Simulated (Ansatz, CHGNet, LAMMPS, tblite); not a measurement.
Rock-salt RbCl, cohesive energy

Reference value: 3.32 eV/atom (measured, zero-point energy (Debye) added; as tabulated in Doll and Stoll (1998), arXiv:cond-mat/9801031).

```json
[
 {"level (code)": "EIM (LAMMPS)", "value (eV/atom)": "3.29", "cell (Å³/atom)": "35.41"},
 {"level (code)": "IPEA1-xTB (tblite)", "value (eV/atom)": "4.86", "cell (Å³/atom)": "28.51"},
 {"level (code)": "CHGNet 0.3.0", "value (eV/atom)": "2.83", "cell (Å³/atom)": "37.40"},
 {"level (code)": "LDA (Ansatz)", "value (eV/atom)": "3.47", "cell (Å³/atom)": "32.42"},
 {"level (code)": "PBE (Ansatz)", "value (eV/atom)": "3.09", "cell (Å³/atom)": "37.58"},
 {"level (code)": "RPBE (Ansatz)", "value (eV/atom)": "[?]", "cell (Å³/atom)": "41.34"},
 {"level (code)": "PBE-D3(BJ) (Ansatz)", "value (eV/atom)": "3.26", "cell (Å³/atom)": "35.74"},
 {"level (code)": "rVV10 (Ansatz)", "value (eV/atom)": "3.26", "cell (Å³/atom)": "35.02"},
 {"level (code)": "B3LYP (VWN-RPA form) (Ansatz)", "value (eV/atom)": "[?]", "cell (Å³/atom)": "38.23"},
 {"level (code)": "HSE06 (Ansatz)", "value (eV/atom)": "3.10", "cell (Å³/atom)": "36.92"},
 {"level (code)": "LC-ωPBE (Ansatz)", "value (eV/atom)": "[?]", "cell (Å³/atom)": "36.71"},
 {"level (code)": "Hartree–Fock (Ansatz)", "value (eV/atom)": "[?]", "cell (Å³/atom)": "40.73"}
]
```

Q: What belongs in the gaps?

A: 
- RPBE (Ansatz, a first-principles code), value (eV/atom): 2.95
- B3LYP (VWN-RPA form) (Ansatz), value (eV/atom): 3.00
- LC-ωPBE (Ansatz), value (eV/atom): 3.16
- Hartree–Fock (Ansatz), value (eV/atom): 2.55

Errors against the reference: EIM -0.03 eV/atom, IPEA1-xTB +1.54 eV/atom, CHGNet 0.3.0 -0.49 eV/atom, LDA +0.15 eV/atom, PBE -0.23 eV/atom, RPBE -0.37 eV/atom, PBE-D3(BJ) -0.06 eV/atom, rVV10 -0.06 eV/atom, B3LYP (VWN-RPA form) -0.32 eV/atom, HSE06 -0.22 eV/atom, LC-ωPBE -0.16 eV/atom, Hartree–Fock -0.77 eV/atom.

Leaving aside IPEA1-xTB (doubt noted below), CHGNet 0.3.0 (doubt noted below): Once the reference is moved by up to 0.03 eV/atom (a margin picked here for doubts on the reference and the settings) and values within 0.03 eV/atom count as equal, the nearest can be EIM (-0.03 eV/atom), PBE-D3(BJ) (-0.06 eV/atom) or rVV10 (-0.06 eV/atom). Farthest off among them: Hartree–Fock (-0.77 eV/atom). Within 0.1 eV/atom: EIM, PBE-D3(BJ), rVV10.

Free atoms are spin-polarised, in the lowest state found; at levels without +SOC their spin–orbit coupling is left out.  IPEA1-xTB: the free atoms are run in the same model without spin. IPEA1-xTB: this parameter set was refitted to ionisation energies, not structures. IPEA1-xTB: the run uses a supercell at the zone centre in place of a k mesh. CHGNet 0.3.0: free atoms can lie outside what these potentials were trained on. CHGNet 0.3.0: the energies of CHGNet 0.3.0 can hold anion corrections fitted to measured formation enthalpies. RPBE, Hartree–Fock: the cell is over a tenth larger than the published one: the level's own overestimate first of all, though another phase or state, or a fault of the published cell, is possible. Each level is taken at its own relaxed cell. Cutoffs and k meshes differ between the levels. Ansatz's density-functional and Hartree–Fock values are scalar-relativistic unless marked +SOC, with PAW data made under PBE.

Empirical potentials (EIM) are fitted to chosen data: where that held the value shown, agreement is built in, and what lay outside the fit can be far off. Machine-learned potentials (CHGNet 0.3.0) are trained on DFT data: a solid inside that data is no test of them.

Differences are worked out from the printed values.
